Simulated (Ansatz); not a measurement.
Worked example: the barrier

An elementary step of C$_{2}$H$_{9}$B, singlet (C₂H₇B ([BH2][CH2][CH3]) + H₂ → C₂H₆ (CC) + BH₃; bonds formed: B1–H7, C2–H6; bonds broken: B1–C2, H6–H7). “Start” is the structure reached by relaxing down from the saddle towards the reactants; PBE0-D4/def2-TZVP structures. The saddle:

```xyz
12
angstrom
B -0.3510 1.3496 0.1942
C 0.3946 -0.0849 -0.5208
C -0.0802 -1.4315 -0.0032
H -1.5073 1.0927 0.3337
H 0.0590 2.3118 -0.3795
H 0.4981 0.6245 0.7386
H 0.1111 1.4358 1.3790
H 1.4849 -0.0557 -0.6180
H 0.0077 0.1058 -1.5213
H 0.2732 -2.2459 -0.6398
H 0.2805 -1.6308 1.0105
H -1.1705 -1.4714 0.0265
```

Ansatz 0.2.0; basis: def2-TZVPP and def2-QZVPP; cores frozen in the correlated methods.

Energies in eV:

| quantity | saddle | start |
| --- | --- | --- |
| Hartree–Fock, triple zeta (X = 3) | -2873.33993 | -2874.23349 |
| Hartree–Fock, quadruple zeta (X = 4) | -2873.49760 | -2874.39322 |
| MP2 correlation, X = 3 | -14.28516 | -13.95355 |
| MP2 correlation, X = 4 | -15.11127 | -14.78292 |
| CCSD(T) correlation, X = 3 | -16.05691 | -15.76749 |

(1) Work out the barrier at the basis limit: extrapolate Hartree–Fock as E(X) = E∞ + A exp(−7.88 √X) and the MP2 correlation as E(X) = E∞ + B X^−2.97 (the exponents that Neese and Valeev fitted for def2-TZVPP and QZVPP), then add CCSD(T) − MP2 in triple zeta.

No T1 diagnostic of these runs exceeds 0.010.

Results:

(1) Each step is linear, so take the differences first (saddle − start): Hartree–Fock 0.89356 (X = 3) and 0.89562 (X = 4); MP2 correlation -0.33161 and -0.32835; CCSD(T) correlation -0.28942.
Two points give E∞ = E(4) + w [E(4) − E(3)], with w = 1/(exp(7.88 (2 − √3)) − 1) = 0.1377 for Hartree–Fock and w = 1/((4/3)^2.97 − 1) = 0.7407 for the correlation.
Hartree–Fock: 0.89562 + 0.1377 × 0.00206 = 0.8959 eV.
MP2 correlation: -0.32835 + 0.7407 × 0.00326 = -0.3259 eV.
CCSD(T) − MP2: -0.28942 − (-0.33161) = 0.0422 eV.
Sum: 0.8959 + (-0.3259) + 0.0422 = 0.6122 eV, or 14.12 kcal/mol. Plain CCSD(T) in triple zeta gives 0.6041 eV, so the larger basis shifts the result by 0.0081 eV.

Labels in which every atom is bracketed show which atoms are joined, not bond orders.

For scale, one of the runs: CCSD(T)/def2-TZVPP, 219 basis functions, launched by `ansatz run in.yaml --threads 2 --pin off --events-out ev --progress --plain --max-ram 4352MiB`. Time: 81 s of wall clock on 2 CPU threads of an Arm Neoverse V1; the host was shared. Peak host memory: 3.4 GiB.
